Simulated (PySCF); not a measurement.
## Deuteron quadrupole couplings in `O[C@@H]1C[C@@H]1F`

C3H5FO.
Geometry (PBE0-D3(BJ)/def2-SVP, Å), atoms numbered from 1 in this order:
```xyz
10
C3H5FO angstrom
O      0.2761   -0.9892   -1.4326
C     -0.1712   -0.7447   -0.1516
C     -0.8631    0.5604    0.1676
C      0.5265    0.3055    0.6474
F      1.5342    0.9387   -0.0233
H      1.0835   -0.4736   -1.5564
H     -0.5127   -1.6483    0.3663
H     -1.6799    0.5840    0.8939
H     -0.9547    1.2578   -0.6700
H      0.7592    0.1797    1.7093
```

Level: PBE0/pcSseg-1 (PySCF, non-relativistic); Q(2H) = 0.00286 b; rigid geometry, the same for H and D, with no vibrational averaging.

Question: Rank these positions by the coupling χzz of a deuteron there, largest first.
A. H8 (methylene hydrogen)
B. H10 (methine hydrogen)
C. H6 (hydroxyl hydrogen)

Answer: C (300 kHz), A (206 kHz), B (197 kHz).

Q: What are Vzz, η and χzz (234.96 MHz × Q × Vzz) at all hydrogens?

A: 
```
atom  bonded to  bond length (Å)  Vzz (au)     η  χzz (kHz)
  H6         O1            0.966    0.4461  0.16        300
  H7         C2            1.096    0.2930  0.12        197
  H8         C3            1.093    0.3062  0.07        206
  H9         C3            1.094    0.3043  0.09        205
 H10         C4            1.094    0.2935  0.14        197
```

Q: Average by the element that carries the hydrogen.

A: on O: 300 kHz over 1 position, mean bond length 0.966 Å; on C: 201 kHz over 4 positions, mean bond length 1.094 Å.

Q: A static deuteron (I = 1) shows a doublet split by (3/2)χ, (3/4)χ(1 + η) and (3/4)χ(1 − η) with the field along z, y and x of the gradient. What are these for H6?

A: With |χ| = 299.8 kHz and η = 0.156: 450, 260 and 190 kHz, to first order and without motion.

Isolated species at its PBE0-D3(BJ)/def2-SVP geometry (one conformer only). With so small a basis the couplings can be 20 % off.
